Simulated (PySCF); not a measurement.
## Spin-rotation constants: `C=COC1CC1`, C₅H₈O

Geometry (Å), atoms numbered from 1 in this order:
```xyz
14

C     2.3897    0.0248   -1.4102
C     1.2193   -0.3353   -0.9086
O     0.5428    0.4554   -0.0369
C    -0.7727    0.1540    0.3147
C    -1.9233    0.7087   -0.4782
C    -1.6777   -0.7714   -0.4409
H     2.9266   -0.6273   -2.0715
H     2.8357    0.9699   -1.1605
H     0.7708   -1.2932   -1.1467
H    -0.8688    0.1609    1.3966
H    -1.6862    1.2249   -1.3956
H    -2.7655    1.1201    0.0552
H    -1.3321   -1.2394   -1.3490
H    -2.3413   -1.3957    0.1379
```

The calculation used GIAO B3LYP/pcSseg-1 magnetisability, rotational g tensor and spin-rotation constants, non-relativistic, gas phase (PySCF 2.14.0). Geometry: GFN2-xTB, dihedral held. The dihedral C5–C4–O3–C2 is held at 270°.

(1) Give the nuclear spin-rotation constants along the inertial axes (H = +C I·J) beside the isotropic shieldings.

Results:

(1) Rotational constants 10.4039, 2.0962, 1.9837 GHz. A star marks the isotopologue with that one atom substituted, in its own axes.
```
atom  isotope  Caa (kHz)  Cbb (kHz)  Ccc (kHz)  mean (kHz)  σ (ppm)
  H7       1H     -0.315      0.000     -0.238      -0.184     27.8
  H8       1H     -0.880      0.114     -0.216      -0.328     27.3
  H9       1H     -0.884      0.156     -0.207      -0.312     25.6
 H10       1H     -1.031     -0.119      0.000      -0.383     28.0
 H11       1H     -1.034     -0.258      0.009      -0.428     31.4
 H12       1H     -0.204     -0.181     -0.221      -0.202     31.4
 H13       1H     -0.868     -0.046     -0.201      -0.372     30.6
 H14       1H     -0.575     -0.198     -0.141      -0.305     31.5
  C1     13C*      2.635      0.806      0.290       1.244     88.6
  C2     13C*      3.390      1.072      0.472       1.645     25.7
  O3     17O*     -2.336     -0.296     -0.175      -0.936    211.9
  C4     13C*      1.274      0.533      0.496       0.767    123.7
  C5     13C*      1.013      0.329      0.278       0.540    174.8
```
For the geometry as given, no vibrational averaging.
